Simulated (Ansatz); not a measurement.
A made-up structure of CH$_{5}$Si$_{2}$ (charge -1), closed shell:

| atom | x (Å) | y (Å) | z (Å) |
| --- | --- | --- | --- |
| Si1 | -0.4969 | 1.2654 | -1.0224 |
| C2 | 0.3547 | -0.1936 | -0.9550 |
| Si3 | 0.4586 | -1.0348 | 0.6284 |
| H4 | -1.2306 | 2.0462 | 0.0509 |
| H5 | -0.6658 | 2.0762 | -2.2771 |
| H6 | -0.1041 | -2.4385 | 0.5995 |
| H7 | 1.8795 | -1.2608 | 1.0953 |
| H8 | 1.1055 | -0.0804 | -1.6946 |

It is relaxed with PBE-D4/def2-SVPD and then PBE0-D4/def2-TZVPD (Ansatz 0.2.0). Atoms count as bonded within 1.22 times the sum of their covalent radii (H–H: 0.88 Å). The end point is not checked to be a true minimum.

(1) Does its bonding change? (A judgement: the text doesn't fix the answer.)

Results:

(1) Computed: No: no bond forms or breaks.

Where it ends: The first stage lowers the energy by 1.11 eV in 15 steps. It ends as CH₅Si₂ ([SiH2][CH][SiH2]), total charge -1:
```xyz
8
angstrom
Si -0.4671 1.5956 -0.8751
C 0.5837 0.1497 -0.6491
Si 0.9184 -0.9852 0.7090
H -1.8824 1.2869 -0.4527
H -0.5417 1.8587 -2.3601
H -0.3723 -1.5246 1.2743
H 1.6291 -2.1810 0.1218
H 1.4332 0.1797 -1.3431
```

Labels in which every atom is bracketed show which atoms are joined, not bond orders.

For scale, one of the runs: PBE0-D4/def2-TZVPD relaxation, 168 basis functions, launched by `ansatz run in.yaml --threads 2 --pin off --events-out ev --progress --plain --max-ram 4352MiB`. The run took about 27 s on 2 CPU threads of an Arm Neoverse V1 (shared host).
